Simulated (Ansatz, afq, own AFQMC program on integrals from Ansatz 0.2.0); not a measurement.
Integrals from Ansatz 0.2.0, then the random walk in our own AFQMC program (afq).

```yaml
crystal:
  periodic: [false, false, false]
  atoms:
    - {symbol: B, position_ang: [0.000000, 0.000000, 0.114060]}
    - {symbol: B, position_ang: [0.000000, 0.000000, -1.406367]}
    - {symbol: H, position_ang: [0.000000, 0.000000, 1.292307]}
basis:
  gaussian: {orbitals: 6-31G}
magnetization: {spin_polarized: true, initial_magnetization: 3}
correlation: {method: ccsd_t, electrons: outside_noble_gas, hamiltonian_folder: ham}
```

```sh
$ ansatz run in.yaml --threads 1 --pin off --events-out ev --progress --plain --max-ram 16896MiB --backend cuda --devices 0, --max-vram 18GiB
```

afq runs on the folder ham with

```
--method free --trial cisd --walkers 4000 --time-step 0.03 --max-blocks 4000 --target-error 0.00032 --factor-cut 1e-05 --seed 2615 --times 0,0.3,0.6,1.2,1.8,2.4,3.6,4.8,6 --taylor-order 8
```

Times are imaginary, in 1/Eh. The walk had a cap of 61 s.

Output of the walk:

```
orbitals 18  electrons 5 2  factors 110 of 284
reference energy -49.77901530 Eh
CCSD correlation -0.08388585 Eh in 11 cycles, weight of the determinant in the CISD state 0.9335
repeat  energy at the last time / Eh  error
    10  -49.865678  0.000064
    20  -49.865685  0.000042
    30  -49.865707  0.000034
time / (1/Eh)  energy / Eh  error  mean overlap
  0.00  -49.862906  0.000006  1.0712
  0.30  -49.864139  0.000010  1.0715
  0.60  -49.864768  0.000012  1.0717
  1.20  -49.865304  0.000019  1.0729
  1.80  -49.865484  0.000019  1.0748
  2.40  -49.865603  0.000018  1.0763
  3.60  -49.865633  0.000016  1.0836
  4.80  -49.865653  0.000027  1.0866
  6.00  -49.865708  0.000033  1.0845
energy -49.865708 +/- 0.000033 Eh
```

The run passed its tests (error under three times the target), which doesn't prove that it has relaxed.

Against this walk (error 0.9 meV) on the same determinant: CCSD(T) 23.6 meV higher, CCSDT(Q) 1.9 meV higher, CCSDTQ 0.7 meV higher (within the noise), full CI 0.5 meV higher (within the noise). The error is statistical, and a free projection of finite length keeps a remainder of its start.

Cautions: remainder of the start not in the error; lower spins were not checked.

The walk took 33 s on 1 × NVIDIA H100 80GB HBM3 with 2 threads of AMD EPYC 7R13 Processor (Zen 3), with other jobs on the host (the card was shared). The log's last line is the free-projection energy.

CCSDT and higher add their correlation energy to the determinant of the CCSD(T) run, since their own runs factorise the integrals more tightly (a shift of under 2 meV). A walk keeps the symmetry of its determinant, which the program's search chose and which needn't be the lowest solution, so a lower state of the same spin and another symmetry isn't excluded.
